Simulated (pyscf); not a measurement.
Single points on ωB97X-D3(BJ)/def2-SVP structures (PySCF, gas phase).

Task: For the elementary gas-phase step `[AlH2][NH][SiH3]` + `[OH2]` → `[NH2][SiH3]` + `[OH][AlH2]` (singlet surface; Al–N, H–O broken, H–N, Al–O formed), what barrier and reaction energy does ωB97M-D3(BJ)/def2-TZVP give, measured from the separated reactants?…

Result: ΔE‡ = -0.60 eV, ΔE = -0.37 eV. Zero-point energy shifts the barrier by +0.03 eV. It is a four-centre exchange, with an imaginary mode of 1090i cm⁻¹. On the reactant side the descent ends in an adduct with a Al–O contact, 0.89 eV under the separated species and 0.24 eV under the saddle at ωB97X-D3(BJ)/def2-TZVP. On the product side the descent ends in an adduct with a Al–N contact, 1.22 eV under the separated species and 0.88 eV under the saddle at ωB97X-D3(BJ)/def2-TZVP. At ωB97M-D3(BJ) the saddle lies under the separated reactants, which points to a path from their complex (located at ωB97X-D3(BJ) alone). At ωB97M-D3(BJ) the saddle lies under the separated products, which points to a path from their complex (located at ωB97X-D3(BJ) alone). What is counted as formed (Al–O) is already present as a longer contact in the reactant adduct; forming that adduct is a step of its own. What is counted as broken (Al–N) persists as a longer contact in the product adduct; parting that adduct is a step of its own. One saddle was located; it need not be the lowest between these sides.
